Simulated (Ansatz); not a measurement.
A made-up structure of CH4BS (charge +1), closed shell:

```json
{"atom": "B1", "x (Å)": "-0.4140", "y (Å)": "0.7013", "z (Å)": "-0.6320"}
{"atom": "C2", "x (Å)": "-0.2161", "y (Å)": "-0.1821", "z (Å)": "0.6037"}
{"atom": "S3", "x (Å)": "0.9189", "y (Å)": "-1.2951", "z (Å)": "0.9575"}
{"atom": "H4", "x (Å)": "-1.0944", "y (Å)": "0.2907", "z (Å)": "-1.5209"}
{"atom": "H5", "x (Å)": "0.7707", "y (Å)": "-1.8080", "z (Å)": "2.2083"}
{"atom": "H6", "x (Å)": "-0.9504", "y (Å)": "-0.0707", "z (Å)": "1.4110"}
{"atom": "H7", "x (Å)": "1.6625", "y (Å)": "-1.2242", "z (Å)": "-0.1732"}
```

It is relaxed with PBE-D4/def2-SVP and then PBE0-D4/def2-TZVP (Ansatz 0.2.0). Atoms count as bonded within 1.22 times the sum of their covalent radii (H–H: 0.88 Å). The end point is not checked to be a true minimum.

**Question.** Does its bonding change? (Judge from chemistry; the calculation decides.)

**Answer.** The calculation gives: No: no bond forms or breaks.

Where it ends: The first stage lowers the energy by 3.24 eV in 15 steps. It ends as CH₄BS ([BH][CH][SH2]), total charge +1:
B1  (-0.504, 0.420, -0.454)
C2  (-0.568, -0.475, 0.614)
S3  (0.702, -1.447, 1.259)
H4  (-0.463, 1.174, -1.352)
H5  (1.738, -0.595, 1.457)
H6  (-1.505, -0.628, 1.147)
H7  (1.277, -2.037, 0.183)
(Å)

Labels in which every atom is bracketed show which atoms are joined, not bond orders.

For scale, one of the runs: PBE0-D4/def2-TZVP relaxation, 123 basis functions, launched by `ansatz run in.yaml --threads 2 --pin off --events-out ev --progress --plain --max-ram 4352MiB`. The run took about 18 s on 2 CPU threads of an Arm Neoverse V2 (shared host).
